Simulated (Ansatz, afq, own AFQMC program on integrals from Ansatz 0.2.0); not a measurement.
AFQMC on a folder of integrals that Ansatz 0.2.0 wrote.

```yaml
crystal:
  periodic: [false, false, false]
  atoms:
    - {symbol: Ge, position_ang: [0.000000, -0.029158, 0.300919]}
    - {symbol: N, position_ang: [0.000000, 0.038514, -1.592101]}
    - {symbol: H, position_ang: [0.000000, 1.566135, 0.437823]}
basis:
  gaussian: {orbitals: cc-pVTZ}
magnetization: {spin_polarized: true, initial_magnetization: 2}
correlation: {method: ccsd_t, electrons: outside_noble_gas, hamiltonian_folder: ham}
```

```sh
$ ansatz run in.yaml --threads 1 --pin off --events-out ev --progress --plain --max-ram 16896MiB --backend cuda --devices 0, --max-vram 18GiB
```

afq runs on the folder ham with

```
--method phaseless --trial hf --walkers 1200 --populations 20 --least-time 40 --time-step 0.005 --steps-per-block 20 --equilibration-blocks 112 --max-blocks 4000 --target-error 0.0009500 --factor-cut 1e-05 --start spin_pure --seed 5019 --taylor-order 6
```

Times are imaginary, in 1/Eh. The walk had a cap of 92 s. With eight or more populations the least sampling time is a fifth of least-time, and the error comes from their spread. Filled inner d shells are frozen with the cores.

Log:

```
orbitals 72  electrons 6 4  factors 491 of 538
reference energy -2130.35372976 Eh
CCSD correlation -0.25448245 Eh in 17 cycles, weight of the determinant in the CISD state 0.8648
energy of the start -2130.354248 Eh
 block  time / (1/Eh)  mean weight  energy / Eh
     1     0.100  1.0009  -2130.421353
     2     0.200  1.0017  -2130.464762
     3     0.300  1.0019  -2130.496900
     4     0.400  1.0007  -2130.517222
     5     0.500  1.0015  -2130.536546
    10     1.000  0.9999  -2130.579660
    46     4.600  0.9997  -2130.606570
    55     5.500  0.9996  -2130.618084
   100    10.000  1.0010  -2130.619708
   145    14.500  0.9999  -2130.613602
   190    19.000  0.9998  -2130.618516
   235    23.500  1.0011  -2130.616838
   280    28.000  0.9994  -2130.625769
   325    32.500  1.0000  -2130.611060
   370    37.000  1.0005  -2130.613877
error from the spread of 20 populations
energy -2130.615748 +/- 0.001217 Eh
(rows thinned)
```

The run passed its tests (sampling time, drift between the halves within three errors, error under three times the target), which doesn't prove that it has relaxed, ending at its cap on processor time.

Against this walk (error 33.1 meV) on the same determinant: CCSD(T) 52.8 meV lower (within the noise), CCSDT(Q) 114.2 meV lower, a separate phaseless walk with a CISD trial and standard settings 86.6 ± 33.8 meV lower. The error is statistical and leaves out the bias of the constraint. CCSDT(Q) is the surest value here, so the walk's 114 meV above it is most likely the bias of the constraint with this trial, which can have either sign.

Cautions: constraint bias not in the error; error above the target (33.1 against 25.9 meV); no relativity below Rb; no spin-orbit coupling; inner d shell frozen; lower spins were not checked; an unrestricted solution with more broken spin lies lower (32 meV, ⟨S²⟩ 2.24).

The walk took 92 s on 1 × NVIDIA H100 80GB HBM3 with 2 threads of AMD EPYC 7R13 Processor (Zen 3), with other jobs on the host (the card was shared). The log's last line is the phaseless energy.

CCSDT and higher add their correlation energy to the determinant of the CCSD(T) run, since their own runs factorise the integrals more tightly (a shift of under 2 meV). A walk keeps the symmetry of its determinant, which the program's search chose and which needn't be the lowest solution, so a lower state of the same spin and another symmetry isn't excluded.
